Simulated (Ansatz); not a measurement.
[H···H···CH2], triplet along the distance H1-H2

All five atoms lie in one plane.

Starting geometry:

```xyz
5

H    -1.9595    0.0000    0.0000
H    -1.2145    0.0000    0.0000
C     0.1685    0.0000    0.0000
H     0.5830    0.0000    0.9962
H     0.5830    0.0000   -0.9962
```

From there H2 is moved from one fragment to the other while all else, the fragments' distance too, stays fixed; atoms are numbered as listed. Energies are in eV, counted from the starting geometry at the same level. Kohn–Sham curves are unrestricted where that lies lower.

Basis cc-pVDZ; Ansatz 0.2.0. Correlated methods freeze the noble-gas cores.

Full CI is exact within this basis and frozen core; it isn't the basis-set limit.

```tsv
distance H1-H2 (Å)	PBE
0.693	0.208
0.745	0.000
0.787	-0.114
0.829	-0.196
0.871	-0.256
0.912	-0.296
0.954	-0.317
0.996	-0.313
1.038	-0.273
```

Problem. Estimate the full CI curve in cc-pVDZ from this one, knowing how PBE errs.

Solution. The computed full CI values, in eV from the starting point, and the error of PBE against them:
| distance H1-H2 (Å) | full CI | PBE less full CI |
| --- | --- | --- |
| 0.693 | 0.157 | 0.051 |
| 0.745 | 0.000 | 0.000 |
| 0.787 | -0.080 | -0.034 |
| 0.829 | -0.138 | -0.058 |
| 0.871 | -0.183 | -0.072 |
| 0.912 | -0.220 | -0.075 |
| 0.954 | -0.248 | -0.068 |
| 0.996 | -0.259 | -0.054 |
| 1.038 | -0.238 | -0.034 |

The error spans 0.126 eV and is largest, -0.075 eV, at 0.912 Å.

In so small a basis the reference is far from its limit while semilocal and hybrid functionals are nearer theirs, so the functionals' errors here hold much of the reference's basis and frozen-core error, which can add to them or hide them.
